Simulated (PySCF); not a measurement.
**Potential energy of Cl₂ along the bond**

Set-up: basis Cl 6-31G(d,p); no relativity; PySCF 2.14. Energies in eV from Cl + Cl in their ground configurations at the same level. State: ¹Σg⁺ (singlet), closed shell.

All columns are r²SCAN.

```csv
R (Å),E (eV),HOMO (eV),LUMO (eV),Mayer bond order,⟨S²⟩
1.731,-0.929,-6.91,-1.42,0.88,0.00
1.812,-1.651,-7.17,-2.38,0.90,0.00
1.892,-2.052,-7.40,-3.27,0.92,0.00
1.953,-2.202,-7.56,-3.88,0.93,0.00
2.013,-2.258,-7.70,-4.44,0.94,0.00
2.073,-2.244,-7.82,-4.95,0.95,0.00
2.154,-2.147,-7.97,-5.56,0.97,0.00
2.255,-1.943,-8.13,-6.21,0.98,0.00
2.375,-1.632,-8.29,-6.84,0.99,0.00
2.536,-1.173,-8.44,-7.50,1.00,0.00
```
